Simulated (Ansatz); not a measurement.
# HNOSi: the cost of one run

The runs use Ansatz 0.2.0, Gaussian basis; cc-pVTZ, core rule «outside noble gas», up to 7 orbitals frozen.

To be run: UHF; CCSD(T) on RHF; CCSD(T) on UHF; BCCD(T) on RHF; CCSDT(Q) on RHF.

### Step 1. What is computed

The geometry is a PBE0/def2-TZVP stationary point (not a proven minimum).

4 atoms, charge 0, spin multiplicity 1.

Atoms are counted from 1 here; the program's logs count them from 0.

Bond lengths: O1–N2 1.168 Å, N2–Si3 1.655 Å, Si3–H4 1.516 Å. Angles: O1–N2–Si3 171.2°, N2–Si3–H4 83.9°.

### Step 2. UHF

Input file in.yaml:

```yaml
crystal:
  periodic: [false, false, false]
  atoms:
    - {symbol: O, position_ang: [0.000000, -0.000738, 1.661095]}
    - {symbol: N, position_ang: [0.000000, 0.069164, 0.495130]}
    - {symbol: Si, position_ang: [0.000000, -0.085416, -1.152554]}
    - {symbol: H, position_ang: [0.000000, 1.430644, -1.132611]}
basis:
  gaussian: {orbitals: cc-pVTZ}
magnetization: {spin_polarized: true, initial_magnetization: 0}
hamiltonian: {xc: hf}
output: {orbitals: {seedname: orbitals}}
```

The run is started by

```
ansatz run in.yaml --threads 1 --pin off --events-out ev --progress --plain --max-ram 4096MiB --backend cpu
```

Q: Estimate wall time and peak memory on 1 thread of AMD EPYC 7R13, shared host.

About 10 s, with a peak of 0.25 GiB.
